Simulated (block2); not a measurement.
# CH3NS (SMILES NC=S): DMRG/ANO-RCC-MB

Aim: the energy change on altering one bond length of CH3NS at DMRG/ANO-RCC-MB, from 2 runs. Input form: a Python script.

The results are computed with block2 0.5.4.

3 further runs of the same task are left out: 3 set aside as unsound or not needed. Runs told in other sessions of the task aren't counted.

### 1 The system as given

The species is CH3NS (6 atoms), meant as a singlet with charge 0. SMILES: `NC=S`. The shape is that of a PBE0-D4/def2-TZVP optimisation. This is one conformer, not always the lowest.

Bond lengths: N1–C2 1.334 Å, C2–S3 1.630 Å, N1–H4 1.007 Å, N1–H5 1.005 Å, C2–H6 1.092 Å. Angles: N1–C2–S3 126.0°, N1–C2–H6 112.7°, S3–C2–H6 121.3°, C2–N1–H4 119.2°, C2–N1–H5 121.6°, H4–N1–H5 119.2°.

### 2 A single-point energy at DMRG/ANO-RCC-MB

run_dmrg.py reads:

```python
import numpy as np
from pyscf import cc, dft, gto, mcscf, mp, scf
from pyblock2._pyscf.ao2mo import integrals as itg
from pyblock2.driver.core import DMRGDriver, SymmetryTypes
from scipy.stats import linregress

geom = """
N     -1.20243273    -0.09168951    -0.66779142
C      0.96963737     0.26658366     0.56162660
S      2.96581177    -1.92837102     1.38978018
H     -1.71199738    -1.85930153    -1.15745725
H     -2.34316591     1.35841073    -1.11805646
H      1.32214688     2.25434878     0.99191724
"""
mol = gto.M(
    atom=geom,
    basis="ano-rcc-mb",
    unit="bohr",
    charge=0,
    spin=0,
    verbose=3,
)
print("basis functions                = %d" % (mol.nao))
mf = scf.RHF(mol)
mf.conv_tol = 1e-10
mf.max_cycle = 200
mf.kernel()
if not mf.converged:
    mf = mf.newton().run(mf.mo_coeff, mf.mo_occ)
print("E(HF)                          = %.10f" % (mf.e_tot))
# single-reference ladder for comparison
ref = mf
pt = mp.MP2(ref, frozen=7).run()
mycc = cc.CCSD(ref, frozen=7)
mycc.max_cycle = 150
mycc.kernel()
print("E(MP2)                         = %.10f" % (pt.e_tot))
if mycc.converged:
    print("E(CCSD)                        = %.10f" % (mycc.e_tot))
    print("E(CCSD(T))                     = %.10f" % (mycc.e_tot + mycc.ccsd_t()))
    print(f"T1                             = {mycc.get_t1_diagnostic():.4f}")
# a few density functionals on the same geometry and basis
ks = dft.RKS(mol, xc="wb97x").set(conv_tol=1e-9, verbose=3).run()
if ks.converged:
    print(f"E(wB97X)                       = {ks.e_tot:.8f}")
ks = dft.RKS(mol, xc="blyp").set(conv_tol=1e-9, verbose=3).run()
if ks.converged:
    print(f"E(BLYP)                        = {ks.e_tot:.8f}")
ks = dft.RKS(mol, xc="r2scan").set(conv_tol=1e-9, verbose=3).run()
if ks.converged:
    print(f"E(r2SCAN)                      = {ks.e_tot:.8f}")
ks = dft.RKS(mol, xc="m062x").set(conv_tol=1e-9, verbose=3).run()
if ks.converged:
    print("E(M06-2X)                      = %.8f" % (ks.e_tot))
ks = dft.RKS(mol, xc="camb3lyp").set(conv_tol=1e-9, verbose=3).run()
if ks.converged:
    print(f"E(CAM-B3LYP)                   = {ks.e_tot:.8f}")
# natural orbitals of MP2 give a compact matrix product state
occ_no, mo = mcscf.addons.make_natural_orbitals(mp.MP2(mf, frozen=7).run())
mf.mo_coeff = mo
ncas, n_elec, spin, ecore, h1e, g2e, orb_sym = itg.get_rhf_integrals(mf, ncore=7, ncas=15, pg_symm=False, g2e_symm=1)
driver = DMRGDriver(scratch="./tmp", symm_type=SymmetryTypes.SU2, stack_mem=1500 << 20, n_threads=1)
# order the orbitals along the chain
idx = driver.orbital_reordering(h1e, g2e, method="fiedler")
print("orbital order:", idx.tolist())
h1e = h1e[np.ix_(idx, idx)]
g2e = g2e[np.ix_(idx, idx, idx, idx)]
orb_sym = np.array(orb_sym)[idx]
driver.initialize_system(n_sites=ncas, n_elec=n_elec, spin=spin, orb_sym=orb_sym)
mpo = driver.get_qc_mpo(h1e=h1e, g2e=g2e, ecore=ecore, iprint=1)
occs = np.array([1.8] * 9 + [0.2] * 6)[idx]
ket = driver.get_random_mps(tag="GS", bond_dim=75, nroots=1, occs=occs)
bond_dims = [75] * 4 + [150] * 2 + [300] * 4
noises = [0.0001] * 4 + [0.0001] * 2 + [1e-05] * 4 + [0]
thrds = [1e-08] * 10
e = driver.dmrg(mpo, ket, n_sweeps=16, tol=1e-06, bond_dims=bond_dims, noises=noises, thrds=thrds, iprint=1)
ms, dws, es = driver.get_dmrg_results()
print("max discarded weight           = %.3e" % (dws[-1]))
print(f"E(final)                       = {e:.10f}")
csf, coef = driver.get_csf_coefficients(ket, cutoff=0.08, iprint=1)
print("c0^2                           = %.4f" % (np.max(np.abs(coef)) ** 2))
# reverse schedule: lower the bond dimension without noise and extrapolate in the discarded weight
ket = driver.adjust_mps(ket, dot=2)[0]
back = [270, 225, 180, 135]
driver.dmrg(mpo, ket, n_sweeps=4 * len(back), tol=0, bond_dims=[m for m in back for _ in range(4)], noises=[0] * (4 * len(back)), thrds=[1e-9] * (4 * len(back)), iprint=1)
ms, dws, es = driver.get_dmrg_results()
ms, dws, es = ms[3::4], dws[3::4], np.array(es)[3::4, 0]
fit = linregress(dws, es)
print("M values                       =", np.round(ms, 1).tolist())
print("discarded weights              =", np.round(dws, 12).tolist())
print("energies at each M             =", np.round(es, 9).tolist())
print(f"extrapolated energy            = {fit.intercept:.8f}")
print("error estimate                 = %.3e" % (abs(fit.intercept - es.min()) / 5))
```

Run with:

```console
$ python run_dmrg.py
```

Log:

```text
basis functions                = 22
converged SCF energy = -491.111656445196
E(HF)                          = -491.1116564452
E(RMP2) = -491.251362169971  E_corr = -0.139705724774944
E(SCS-RMP2) = -491.255415334541  E_corr = -0.143758889345232
E(CCSD) = -491.2746431203586  E_corr = -0.1629866751625308
E(MP2)                         = -491.2513621700
E(CCSD)                        = -491.2746431204
CCSD(T) correction = -0.00462678426244869
E(CCSD(T))                     = -491.2792699046
T1                             = 0.0167
converged SCF energy = -492.384101329591
E(wB97X)                       = -492.38410133
converged SCF energy = -492.387994961982
E(BLYP)                        = -492.38799496
converged SCF energy = -492.336146254403
E(r2SCAN)                      = -492.33614625
converged SCF energy = -492.367287919775
E(M06-2X)                      = -492.36728792
converged SCF energy = -492.376929328305
E(CAM-B3LYP)                   = -492.37692933
E(RMP2) = -491.251362169971  E_corr = -0.139705724774944
E(SCS-RMP2) = -491.255415334541  E_corr = -0.143758889345232
orbital order: [13, 4, 12, 14, 3, 5, 2, 11, 6, 9, 7, 10, 8, 0, 1]
integral symmetrize error =  0.0
integral cutoff error =  0.0
mpo terms =      28948

[... 54 lines left out ...]
max discarded weight           = 1.180e-06
E(final)                       = -491.2802958568
[... 3 lines left out ...]
Sum of weights of included CSF =    0.918857716165147
[... 18 lines left out ...]
Sweep =    4 | Direction = backward | Bond dimension =  225 | Noise =  0.00e+00 | Dav threshold =  1.00e-09
Time elapsed =    120.487 | E =    -491.2802864182 | DE = 4.53e-06 | DW = 3.16323e-06

Sweep =    5 | Direction =  forward | Bond dimension =  225 | Noise =  0.00e+00 | Dav threshold =  1.00e-09
Time elapsed =    138.155 | E =    -491.2802755327 | DE = 1.09e-05 | DW = 2.95751e-06

Sweep =    6 | Direction = backward | Bond dimension =  225 | Noise =  0.00e+00 | Dav threshold =  1.00e-09
Time elapsed =    155.805 | E =    -491.2802755543 | DE = -2.15e-08 | DW = 2.82386e-06

Sweep =    7 | Direction =  forward | Bond dimension =  225 | Noise =  0.00e+00 | Dav threshold =  1.00e-09
Time elapsed =    173.567 | E =    -491.2802755443 | DE = 9.96e-09 | DW = 2.81915e-06

Sweep =    8 | Direction = backward | Bond dimension =  180 | Noise =  0.00e+00 | Dav threshold =  1.00e-09
Time elapsed =    186.607 | E =    -491.2802684827 | DE = 7.06e-06 | DW = 5.88714e-06

Sweep =    9 | Direction =  forward | Bond dimension =  180 | Noise =  0.00e+00 | Dav threshold =  1.00e-09
Time elapsed =    197.385 | E =    -491.2802403248 | DE = 2.82e-05 | DW = 5.22676e-06

Sweep =   10 | Direction = backward | Bond dimension =  180 | Noise =  0.00e+00 | Dav threshold =  1.00e-09
Time elapsed =    208.395 | E =    -491.2802402646 | DE = 6.02e-08 | DW = 4.87483e-06

Sweep =   11 | Direction =  forward | Bond dimension =  180 | Noise =  0.00e+00 | Dav threshold =  1.00e-09
Time elapsed =    219.238 | E =    -491.2802402405 | DE = 2.40e-08 | DW = 4.86151e-06

Sweep =   12 | Direction = backward | Bond dimension =  135 | Noise =  0.00e+00 | Dav threshold =  1.00e-09
Time elapsed =    227.188 | E =    -491.2802258136 | DE = 1.44e-05 | DW = 1.24091e-05

Sweep =   13 | Direction =  forward | Bond dimension =  135 | Noise =  0.00e+00 | Dav threshold =  1.00e-09
Time elapsed =    233.675 | E =    -491.2801480877 | DE = 7.77e-05 | DW = 9.78913e-06

Sweep =   14 | Direction = backward | Bond dimension =  135 | Noise =  0.00e+00 | Dav threshold =  1.00e-09
Time elapsed =    240.070 | E =    -491.2801496206 | DE = -1.53e-06 | DW = 8.93930e-06

Sweep =   15 | Direction =  forward | Bond dimension =  135 | Noise =  0.00e+00 | Dav threshold =  1.00e-09
Time elapsed =    246.465 | E =    -491.2801495484 | DE = 7.22e-08 | DW = 8.89465e-06

M values                       = [270, 225, 180, 135]
discarded weights              = [1.647895e-06, 2.81915e-06, 4.861509e-06, 8.894646e-06]
energies at each M             = [-491.280290946, -491.280275544, -491.280240241, -491.280149548]
extrapolated energy            = -491.28032935
error estimate                 = 7.681e-06
```

It took 7.3 min on 1 thread of Arm Neoverse V2, shared host; peak memory 0.84 GiB.

### 3 The distorted shape: the energy at DMRG/ANO-RCC-MB

job.py reads:

```python
import numpy as np
from pyscf import cc, dft, gto, lo, mp, scf
from pyblock2._pyscf.ao2mo import integrals as itg
from pyblock2.driver.core import DMRGDriver, SymmetryTypes
from scipy.stats import linregress

mol = gto.M(atom="""
N     -1.210969    -0.143309    -0.678650
C      0.513110     0.141070     0.297200
S      1.569440    -1.020450     0.735440
H     -1.480619    -1.078689    -0.937770
H     -1.814619     0.624051    -0.916920
H      0.699650     1.192950     0.524900
""", basis="ano-rcc-mb", charge=0, spin=0, verbose=4)
print("nao: %d" % (mol.nao))
mf = scf.RHF(mol)
mf.conv_tol = 1e-10
mf.max_cycle = 200
mf.kernel()
if not mf.converged:
    mf = mf.newton().run(mf.mo_coeff, mf.mo_occ)
print(f"E(SCF): {mf.e_tot:.10f}")
# single-reference ladder for comparison
ref = mf
pt = mp.MP2(ref, frozen=7).run()
mycc = cc.CCSD(ref, frozen=7)
mycc.max_cycle = 150
mycc.kernel()
print(f"E(MP2): {pt.e_tot:.10f}")
if mycc.converged:
    print("E(CCSD): %.10f" % (mycc.e_tot))
    print("CCSD(T) total energy: %.10f" % (mycc.e_tot + mycc.ccsd_t()))
    print("T1 diagnostic: %.4f" % (mycc.get_t1_diagnostic()))
# a few density functionals on the same geometry and basis
ks = dft.RKS(mol, xc="wb97x").set(conv_tol=1e-9, verbose=3).run()
if ks.converged:
    print(f"E(wB97X): {ks.e_tot:.8f}")
ks = dft.RKS(mol, xc="blyp").set(conv_tol=1e-9, verbose=3).run()
if ks.converged:
    print(f"E(BLYP): {ks.e_tot:.8f}")
ks = dft.RKS(mol, xc="r2scan").set(conv_tol=1e-9, verbose=3).run()
if ks.converged:
    print(f"E(r2SCAN): {ks.e_tot:.8f}")
ks = dft.RKS(mol, xc="m062x").set(conv_tol=1e-9, verbose=3).run()
if ks.converged:
    print(f"E(M06-2X): {ks.e_tot:.8f}")
ks = dft.RKS(mol, xc="camb3lyp").set(conv_tol=1e-9, verbose=3).run()
if ks.converged:
    print(f"E(CAM-B3LYP): {ks.e_tot:.8f}")
# localise doubly occupied and virtual orbitals apart
mo = mf.mo_coeff.copy()
for a, b in ((7, 16), (16, 22)):
    if b - a > 1:
        mo[:, a:b] = lo.Boys(mol, mo[:, a:b]).kernel()
mf.mo_coeff = mo
ncas, n_elec, spin, ecore, h1e, g2e, orb_sym = itg.get_rhf_integrals(mf, ncore=7, ncas=15, pg_symm=False, g2e_symm=1)
drv = DMRGDriver(scratch="./tmp", symm_type=SymmetryTypes.SU2, stack_mem=1500 << 20, n_threads=1)
# orbital ordering
idx = drv.orbital_reordering(h1e, g2e, method="fiedler")
print("orbital order:", idx.tolist())
h1e = h1e[np.ix_(idx, idx)]
g2e = g2e[np.ix_(idx, idx, idx, idx)]
orb_sym = np.array(orb_sym)[idx]
drv.initialize_system(n_sites=ncas, n_elec=n_elec, spin=spin, orb_sym=orb_sym)
mpo = drv.get_qc_mpo(h1e=h1e, g2e=g2e, ecore=ecore, iprint=0)
mps = drv.get_random_mps(tag="GS", bond_dim=25, nroots=1)
bond_dims = [25] * 2 + [50] * 2 + [100] * 2
noises = [0.0001] * 2 + [0.0001] * 2 + [1e-05] * 2 + [0]
thrds = [1e-09] * 6
e = drv.dmrg(mpo, mps, n_sweeps=12, tol=1e-07, bond_dims=bond_dims, noises=noises, thrds=thrds, iprint=1)
ms, dws, es = drv.get_dmrg_results()
print("max discarded weight: %.3e" % (dws[-1]))
print(f"E(final): {e:.10f}")
csf, coef = drv.get_csf_coefficients(mps, cutoff=0.08, iprint=1)
print("leading coefficient squared: %.4f" % (np.max(np.abs(coef)) ** 2))
# extrapolation to zero discarded weight
mps = drv.adjust_mps(mps, dot=2)[0]
back = [90, 75, 60, 45]
drv.dmrg(mpo, mps, n_sweeps=4 * len(back), tol=0, bond_dims=[m for m in back for _ in range(4)], noises=[0] * (4 * len(back)), thrds=[1e-9] * (4 * len(back)), iprint=1)
ms, dws, es = drv.get_dmrg_results()
ms, dws, es = ms[3::4], dws[3::4], np.array(es)[3::4, 0]
fit = linregress(dws, es)
print("bond dimensions:", np.round(ms, 1).tolist())
print("discarded weights:", np.round(dws, 12).tolist())
print("E(M):", np.round(es, 9).tolist())
print("extrapolated energy: %.8f" % (fit.intercept))
print("extrapolation error: %.3e" % (abs(fit.intercept - es.min()) / 5))
```

Run with:

```console
$ python job.py
```

Log:

```text
[INPUT] verbose = 4
[INPUT] num. atoms = 6
[INPUT] num. electrons = 32
[INPUT] charge = 0
[INPUT] spin (= nelec alpha-beta = 2S) = 0
[INPUT] symmetry False subgroup None
[INPUT] Mole.unit = angstrom
[INPUT] Symbol           X                Y                Z      unit          X                Y                Z       unit  Magmom
[INPUT]  1 N     -1.210969000000  -0.143309000000  -0.678650000000 AA   -2.288399755338  -0.270814761185  -1.282462634436 Bohr   0.0
[INPUT]  2 C      0.513110000000   0.141070000000   0.297200000000 AA    0.969637371776   0.266583664392   0.561626604221 Bohr   0.0
[INPUT]  3 S      1.569440000000  -1.020450000000   0.735440000000 AA    2.965811768937  -1.928371023812   1.389780181050 Bohr   0.0
[INPUT]  4 H     -1.480619000000  -1.078689000000  -0.937770000000 AA   -2.797964404827  -2.038426783581  -1.772128467833 Bohr   0.0
[INPUT]  5 H     -1.814619000000   0.624051000000  -0.916920000000 AA   -3.429132930432   1.179285477761  -1.732727678136 Bohr   0.0
[INPUT]  6 H      0.699650000000   1.192950000000   0.524900000000 AA    1.322146883052   2.254348780300   0.991917242784 Bohr   0.0

nuclear repulsion = 83.3100661766914
number of shells = 9
number of NR pGTOs = 159
number of NR cGTOs = 22
basis = ano-rcc-mb
ecp = {}
CPU time:         0.87
nao: 22

******** <class 'pyscf.scf.hf.RHF'> ********
method = RHF
initial guess = minao
damping factor = 0
level_shift factor = 0
DIIS = <class 'pyscf.scf.diis.CDIIS'>
diis_start_cycle = 1
diis_space = 8
diis_damp = 0
SCF conv_tol = 1e-10
SCF conv_tol_grad = None
SCF max_cycles = 200
direct_scf = True
direct_scf_tol = 1e-13
chkfile to save SCF result = tmpvdlf0ikx
max_memory 1800 MB (current use 143 MB)
[... 29 lines left out ...]
converged SCF energy = -490.978044657292
[... 23 lines left out ...]
Init t2, MP2 energy = -491.142590142784  E_corr(MP2) -0.164545485491813
[... 16 lines left out ...]
CCSD converged
[... 4 lines left out ...]
CCSD(T) total energy: -491.1819004104
[... 10 lines left out ...]
converged SCF energy = -492.261376959663
[... 10 lines left out ...]
converged SCF energy = -492.300455939722
[... 10 lines left out ...]
converged SCF energy = -492.230214780782
[... 10 lines left out ...]
converged SCF energy = -492.245292160604
[... 10 lines left out ...]
converged SCF energy = -492.260008640064
[... 89 lines left out ...]
max discarded weight: 3.900e-05
E(final): -491.1857499564
[... 3 lines left out ...]
Sum of weights of included CSF =    0.891645323629037
[... 23 lines left out ...]
Sweep =    4 | Direction = backward | Bond dimension =   75 | Noise =  0.00e+00 | Dav threshold =  1.00e-09
Time elapsed =     15.694 | E =    -491.1856680218 | DE = 4.54e-05 | DW = 1.05263e-04

Sweep =    5 | Direction =  forward | Bond dimension =   75 | Noise =  0.00e+00 | Dav threshold =  1.00e-09
Time elapsed =     17.998 | E =    -491.1856167290 | DE = 5.13e-05 | DW = 9.68736e-05

Sweep =    6 | Direction = backward | Bond dimension =   75 | Noise =  0.00e+00 | Dav threshold =  1.00e-09
Time elapsed =     20.338 | E =    -491.1856119836 | DE = 4.75e-06 | DW = 9.31960e-05

Sweep =    7 | Direction =  forward | Bond dimension =   75 | Noise =  0.00e+00 | Dav threshold =  1.00e-09
Time elapsed =     22.632 | E =    -491.1856124428 | DE = -4.59e-07 | DW = 9.33725e-05

Sweep =    8 | Direction = backward | Bond dimension =   60 | Noise =  0.00e+00 | Dav threshold =  1.00e-09
Time elapsed =     24.681 | E =    -491.1855241934 | DE = 8.82e-05 | DW = 1.91286e-04

Sweep =    9 | Direction =  forward | Bond dimension =   60 | Noise =  0.00e+00 | Dav threshold =  1.00e-09
Time elapsed =     26.323 | E =    -491.1854026826 | DE = 1.22e-04 | DW = 1.69182e-04

Sweep =   10 | Direction = backward | Bond dimension =   60 | Noise =  0.00e+00 | Dav threshold =  1.00e-09
Time elapsed =     27.943 | E =    -491.1853799672 | DE = 2.27e-05 | DW = 1.49656e-04

Sweep =   11 | Direction =  forward | Bond dimension =   60 | Noise =  0.00e+00 | Dav threshold =  1.00e-09
Time elapsed =     29.582 | E =    -491.1853800959 | DE = -1.29e-07 | DW = 1.49631e-04

Sweep =   12 | Direction = backward | Bond dimension =   45 | Noise =  0.00e+00 | Dav threshold =  1.00e-09
Time elapsed =     30.919 | E =    -491.1851562860 | DE = 2.24e-04 | DW = 3.30511e-04

Sweep =   13 | Direction =  forward | Bond dimension =   45 | Noise =  0.00e+00 | Dav threshold =  1.00e-09
Time elapsed =     32.017 | E =    -491.1849267984 | DE = 2.29e-04 | DW = 2.88933e-04

Sweep =   14 | Direction = backward | Bond dimension =   45 | Noise =  0.00e+00 | Dav threshold =  1.00e-09
Time elapsed =     33.081 | E =    -491.1848477575 | DE = 7.90e-05 | DW = 2.25176e-04

Sweep =   15 | Direction =  forward | Bond dimension =   45 | Noise =  0.00e+00 | Dav threshold =  1.00e-09
Time elapsed =     34.171 | E =    -491.1848507017 | DE = -2.94e-06 | DW = 2.25642e-04

bond dimensions: [90, 75, 60, 45]
discarded weights: [5.2815932e-05, 9.3372522e-05, 0.00014963051, 0.000225641817]
E(M): [-491.185713374, -491.185612443, -491.185380096, -491.184850702]
extrapolated energy: -491.18604659
extrapolation error: 6.664e-05
```

It took 100 s on 1 thread of Arm Neoverse V2, shared host; peak memory 0.35 GiB.

### 4 Results

At DMRG/ANO-RCC-MB, 7 core orbitals frozen:

| quantity | value |
| --- | --- |
| run 1, DMRG/ANO-RCC-MB: total energy | -491.28030 Eh |
| run 1, DMRG/ANO-RCC-MB: T1 diagnostic of the CCSD step | 0.017 |
| distorted shape: total energy | -491.18575 Eh |
| distorted shape: T1 diagnostic of the CCSD step | 0.028 |
| energy change with the N1–C2 bond stretched from 1.334 to 2.001 Å | 2.573 eV |

What this shows: With the N1–C2 bond stretched from 1.334 to 2.001 Å the energy rises by 2.57 eV (248 kJ/mol). The first shape isn't relaxed at this level, so the change isn't measured from a minimum. The minimal basis adds a large error of its own. The basis (run 1, DMRG/ANO-RCC-MB) was made for a relativistic Hamiltonian, but the run is non-relativistic. The T1 diagnostic (distorted shape) of 0.028 is above the customary mark for such species, so a single reference may not serve. The basis (distorted shape) was made for a relativistic Hamiltonian, but the run is non-relativistic.
